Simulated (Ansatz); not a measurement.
Input for Ansatz (development build ahead of 0.2.0):

```yaml
crystal:
  periodic: [false, false, false]
  atoms:
    - { symbol: S, position_ang: [-0.02993, 0.01987, -0.02271] }
    - { symbol: O, position_ang: [1.20157, -0.02719, 0.02249] }
    - { symbol: O, position_ang: [-0.63512, 1.09547, -0.01092] }
    - { symbol: O, position_ang: [-0.62891, -1.08766, 0.02891] }
basis:
  gaussian: { orbitals: "6-31G" }
hamiltonian:
  xc: hf
```

The input is written out in the form of the current development build from the run's settings.

The run gave:

```json
{"Converged": "yes", "Total energy": "-621.14089 hartree", "Spin squared of the determinant": "0.000"}
```

Caution: no unrestricted run beside it, a lower state can exist.
